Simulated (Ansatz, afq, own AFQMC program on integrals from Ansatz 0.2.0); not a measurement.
# SiO, singlet → SiO, triplet

```xyz
2

Si    0.0000    0.0000    0.0000
O     0.0000    0.0000    1.5088
```

E(triplet, charge +0) − E(singlet, charge +0) at this geometry, on RHF and UHF determinants.

Basis 6-31G. Noble-gas cores (and the filled d shells of Ga–Kr and In–Xe) are frozen. Integrals, coupled cluster, full CI and functionals: Ansatz 0.2.0; the random walks run on the same integrals in our own AFQMC program. The CISD trial takes its coefficients from CCSD amplitudes. Released means that phaseless walkers are propagated on without the constraint, phases kept. ± is one standard error of the sampling. The errors of all members are added in quadrature.

Full CI on the same integrals is exact in this basis and with this determinant's frozen core.

Errors are counted within 6-31G, not against nature.

Cautions: SiO (singlet): raised T1 diagnostic (T1 0.033, weight of the determinant 0.89, largest double 0.08), its ph-AFQMC/CISD value lies 29 ± 5 meV above full CI; SiO (triplet): another spin lies lower, the search met a lower determinant of the same kind, perhaps of another symmetry (462 meV lower), and this one is a saddle point, strong correlation (T1 0.083, weight of the determinant 0.78, largest double 0.13), the released energies have errors that jump between times, so the bars are unsure, so no released level is given (meV from the phaseless value at times in 1/Eh: -18 ± 4 at 0.24, -19 ± 6 at 0.51, -60 ± 21 at 0.99, -43 ± 4 at 1.62, -103 ± 60 at 2.40), its ph-AFQMC/CISD value lies 76 ± 5 meV above full CI; core correlation is missing, and it shifts such a gap most where an s electron is promoted.

| level | vertical spin gap (kJ/mol) |
| --- | --- |
| HF | 341.8 |
| CCSD | 406.7 |

(1) From these cheaper values, estimate the vertical spin gap at the reference level in 6-31G.

(1) 413.8 kJ/mol (full CI in 6-31G).

```json
{"level": "MP2", "vertical spin gap (kJ/mol)": "498.4", "error against FCI (kJ/mol)": "84.6"}
{"level": "CCSD(T)", "vertical spin gap (kJ/mol)": "418.1", "error against FCI (kJ/mol)": "4.3"}
{"level": "CCSDT", "vertical spin gap (kJ/mol)": "413.7", "error against FCI (kJ/mol)": "0.0"}
{"level": "CCSDT(Q)", "vertical spin gap (kJ/mol)": "413.3", "error against FCI (kJ/mol)": "-0.5"}
{"level": "CCSDTQ", "vertical spin gap (kJ/mol)": "414.0", "error against FCI (kJ/mol)": "0.2"}
{"level": "ph-AFQMC/CISD", "vertical spin gap (kJ/mol)": "418.3 ± 0.7", "error against FCI (kJ/mol)": "4.5 ± 0.7"}
```

Correlation beyond CCSD(T) takes off 4.3 kJ/mol. The perturbative (T) step is worth +11.4 kJ/mol. Where the cautions show a poor determinant, the low rows tell how each method copes with it, not its usual error.

CCSDT and higher add their correlation energy to the determinant of the CCSD(T) run, since their own runs factorise the integrals more tightly (a shift of under 2 meV). A walk keeps the symmetry of its determinant, which the program's search chose and which needn't be the lowest solution, so a lower state of the same spin and another symmetry isn't excluded.
